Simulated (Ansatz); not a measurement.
A made-up structure of CH3OSi (charge -1), singlet:

```csv
atom,x (Å),y (Å),z (Å)
O1,-0.7838,-1.5069,0.8812
C2,-0.2186,-0.8440,0.0179
Si3,-0.2802,1.0124,-0.3823
H4,0.3370,-1.4287,-0.7814
H5,1.1979,1.1376,-0.7474
H6,-1.0691,-1.9658,1.6868
```

It is relaxed with PBE-D4/def2-SVPD and then PBE0-D4/def2-TZVPD (Ansatz 0.2.0). Atoms count as bonded within 1.22 times the sum of their covalent radii (H–H: 0.88 Å). The end point is not checked to be a true minimum.

Does its bonding change? (Judge from chemistry; the calculation decides.)

By the calculation: No: no bond forms or breaks.

Where it ends: The first stage lowers the energy by 2.62 eV in 13 steps. It ends as CH₃OSi ([OH][CH][SiH]), total charge -1:
O1  (-0.758, -1.843, 0.790)
C2  (-0.059, -0.922, -0.006)
Si3  (-0.115, 0.836, 0.187)
H4  (0.510, -1.486, -0.746)
H5  (0.849, 1.129, -0.979)
H6  (-1.245, -1.309, 1.428)
(Å)

Labels in which every atom is bracketed show which atoms are joined, not bond orders.

For scale, one of the runs: PBE0-D4/def2-TZVPD relaxation, 147 basis functions, launched by `ansatz run in.yaml --threads 2 --pin off --events-out ev --progress --plain --max-ram 4352MiB`. Hardware: 2 CPU threads of an Arm Neoverse V1, shared host. Wall time about 22 s.
